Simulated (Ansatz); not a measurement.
**CH5Si (SMILES [CH2][SiH3]): levels of theory compared**

Aim: a comparison of 6 runs (UHF/STO-3G, U-revPBE/STO-3G, U-wB97M-V/STO-3G, USVWN5/STO-3G, UCCSDT/STO-3G, UCCSD(T)/STO-3G) of CH5Si. 

Program for the calculation: Ansatz 0.2.0.

56 further runs of the same task are left out: 1 that didn't finish, 55 set aside as unsound or not needed.

## 1. The structure to begin with

The species is CH5Si (7 atoms), meant as a doublet with charge 0. As SMILES, `[CH2][SiH3]`. The Si2–C1 distance was set to 2.760 Å, away from the relaxed value. At this shape a bond of the SMILES string is far longer than usual.

Bond lengths: C1–H3 1.085 Å, C1–H4 1.085 Å, Si2–H5 1.492 Å, Si2–H6 1.487 Å, Si2–H7 1.487 Å. Angles: H3–C1–H4 114.8°, H5–Si2–H6 107.7°, H5–Si2–H7 107.7°, H6–Si2–H7 109.4°. A long bond or contact: C1–Si2 2.760 Å.

## 2. A single-point energy at UHF/STO-3G (run 1)

job.yaml reads:

```yaml
crystal:
  periodic: [false, false, false]
  atoms:
    - {symbol: C, position_ang: [-0.325054, -2.009426, 0.085601]}
    - {symbol: Si, position_ang: [0.132300, 0.709800, -0.029000]}
    - {symbol: H, position_ang: [-1.291454, -2.428626, 0.346701]}
    - {symbol: H, position_ang: [0.435846, -2.741226, -0.165599]}
    - {symbol: H, position_ang: [-0.191200, 1.256600, -1.379100]}
    - {symbol: H, position_ang: [-0.719700, 1.420100, 0.961800]}
    - {symbol: H, position_ang: [1.563100, 1.005600, 0.248500]}
basis:
  gaussian:
    orbitals: STO-3G
magnetization:
  spin_polarized: true
  initial_magnetization: 1
hamiltonian:
  xc: hf
accuracy: high
```

Started as:

```console
$ ansatz run job.yaml --threads 1 --pin off --max-ram 2610MiB --events-out events.jsonl --progress --plain --runs-dir runs
```

Standard output:

```text
Warning: RAYON_NUM_THREADS=1 ignored (pool sized by the plan → 1); use --threads N
Functional definition: HF
  name "HF"
  exchange = exact_x
  correlation = 0
321 factors; integrals over basis functions are off by at most 1.2e-8 eV
mean field evaluation 1: about -8860.7982 eV, gradient 1.1e1 eV
mean field evaluation 2: about -8860.7992 eV, gradient 1.1e1 eV
mean field evaluation 4: about -8862.2818 eV, gradient 2.3e0 eV
mean field evaluation 8: about -8862.0462 eV, gradient 8.0e-2 eV
mean field evaluation 16: about -8863.5544 eV, gradient 1.0e-8 eV
mean field evaluation 32: about -8863.5544 eV, gradient 2.4e-8 eV
mean field -8863.55438719 eV, -325.7296157964 hartree, gradient 2.2e-8 eV, S^2 1.484272; 2 other end points of the search recorded, 0 dependent functions left out
reference -8863.55438719 eV, -325.7296157964 hartree; 13, 12 occupied and 6, 7 virtual orbitals, 321 factors
Total energy: -8863.55438719 eV, -325.7296157964 hartree
```

It took 0.2 s on 1 thread of Arm Neoverse V1, shared host.

## 3. A single-point energy at U-revPBE/STO-3G (run 2)

run.yaml reads:

```yaml
crystal:
  periodic: [false, false, false]
  atoms:
    - {symbol: C, position_ang: [-0.325054, -2.009426, 0.085601]}
    - {symbol: Si, position_ang: [0.132300, 0.709800, -0.029000]}
    - {symbol: H, position_ang: [-1.291454, -2.428626, 0.346701]}
    - {symbol: H, position_ang: [0.435846, -2.741226, -0.165599]}
    - {symbol: H, position_ang: [-0.191200, 1.256600, -1.379100]}
    - {symbol: H, position_ang: [-0.719700, 1.420100, 0.961800]}
    - {symbol: H, position_ang: [1.563100, 1.005600, 0.248500]}
basis:
  gaussian: {orbitals: STO-3G}
hamiltonian: {xc: {name: revPBE}}
accuracy: high
magnetization: {spin_polarized: true, initial_magnetization: 1}
```

Started as:

```console
$ ansatz run run.yaml --threads 1 --pin off --max-ram 2610MiB --events-out events.jsonl --progress --plain --runs-dir runs
```

Standard output:

```text
Warning: RAYON_NUM_THREADS=1 ignored (pool sized by the plan → 1); use --threads N
Functional definition: revPBE
  name "revPBE"
  parameter kappa = 1.245
  parameter beta = 0.06672455060314922
  exchange = pbe_x(kappa = kappa, mu = beta*pi^2/3)
  correlation = pbe_c(beta = beta)
321 factors; integrals over basis functions are off by at most 1.2e-8 eV
mean field evaluation 1: about -8880.8874 eV, gradient 1.9e1 eV
mean field evaluation 2: about -8870.7729 eV, gradient 3.0e1 eV
mean field evaluation 4: about -8884.3168 eV, gradient 2.3e0 eV
mean field evaluation 8: about -8884.2692 eV, gradient 1.0e-1 eV
mean field evaluation 16: about -8884.2698 eV, gradient 5.7e-5 eV
mean field -8884.26983417 eV, -326.4908944314 hartree, gradient 1.1e-8 eV, S^2 0.820121; 0 other end points of the search recorded, 0 dependent functions left out
reference -8884.26983693 eV, -326.4908945330 hartree; 13, 12 occupied and 6, 7 virtual orbitals, 321 factors
Total energy: -8884.26983693 eV, -326.4908945330 hartree
```

Wall time 2.3 s (1 thread of Arm Neoverse V1, shared host); peak memory 0.13 GiB.

Runs 3 to 5 aren't shown in full; the table further down has their settings and results.

## 4. The energy at UCCSD(T)/STO-3G (run 6)

in.yaml reads:

```yaml
crystal:
  periodic: [false, false, false]
  atoms:
    - {symbol: C, position_ang: [-0.325054, -2.009426, 0.085601]}
    - {symbol: Si, position_ang: [0.132300, 0.709800, -0.029000]}
    - {symbol: H, position_ang: [-1.291454, -2.428626, 0.346701]}
    - {symbol: H, position_ang: [0.435846, -2.741226, -0.165599]}
    - {symbol: H, position_ang: [-0.191200, 1.256600, -1.379100]}
    - {symbol: H, position_ang: [-0.719700, 1.420100, 0.961800]}
    - {symbol: H, position_ang: [1.563100, 1.005600, 0.248500]}
basis:
  gaussian:
    orbitals: STO-3G
correlation:
  method: ccsd_t
  frozen_orbitals: {C: 1, H: 0, Si: 5}
scf:
  omitted_lower_state_checks: [cluster_reference, increment]
accuracy: high
magnetization:
  spin_polarized: true
  initial_magnetization: 1
```

Started as:

```console
$ ansatz run in.yaml --threads 1 --pin off --max-ram 2610MiB --events-out events.jsonl --progress --plain --runs-dir runs
```

Standard output:

```text
Warning: RAYON_NUM_THREADS=1 ignored (pool sized by the plan → 1); use --threads N
[... 13 lines left out ...]
6 core orbitals not correlated: weight in the atoms' cores, before any rotation towards them, 1.000 or more for the frozen orbitals, at most 0.000 for the correlated occupied ones
[... 37 lines left out ...]
Total energy: -8866.71335460 eV, -325.8457057074 hartree
Checks for a lower state left out: cluster_reference, increment
```

It took 0.36 s on 1 thread of Arm Neoverse V1, shared host.

## 5. Overview of the runs

```csv
run,level,frozen core orbitals,energy (Eh),⟨S²⟩,wall time
1,UHF/STO-3G,–,-325.729616,1.484,0.2 s
2,U-revPBE/STO-3G,–,-326.490895,0.820,2.3 s
3,U-wB97M-V/STO-3G,–,-326.538942,0.948,35 s
4,USVWN5/STO-3G,–,-324.930282,0.797,1.2 s
5,UCCSDT/STO-3G,6,-325.847285,1.484,1.2 s
6,UCCSD(T)/STO-3G,6,-325.845706,1.484,0.36 s
```

## 6. Results

| quantity | value |
| --- | --- |
| run 6: total energy | -325.84571 Eh |
| run 6: correlation energy (6 core orbitals frozen) | -116.1 mEh |
| run 6: (T) correction | -1.67 mEh |
| run 6: ⟨S²⟩ of the reference determinant | 1.484 |
| run 6: T1 diagnostic | 0.055 |

What this shows: Below the UHF energy at the same shape and in the same basis (STO-3G): UCCSDT -117.7 mEh; UCCSD(T) -116.1 mEh. Totals of different functionals can't be ranked against each other. In runs 1, 2, 3, 4, 5, 6 the basis is minimal, so the values are rough. Spin contamination of the reference: run 1 ⟨S²⟩ = 1.48, run 5 ⟨S²⟩ = 1.48, run 6 ⟨S²⟩ = 1.48, run 3 ⟨S²⟩ = 0.95. Where it is this large, the reference is a mixture of spin states, and values that rest on it are in doubt. All runs together took 41 s, the longest 35 s.
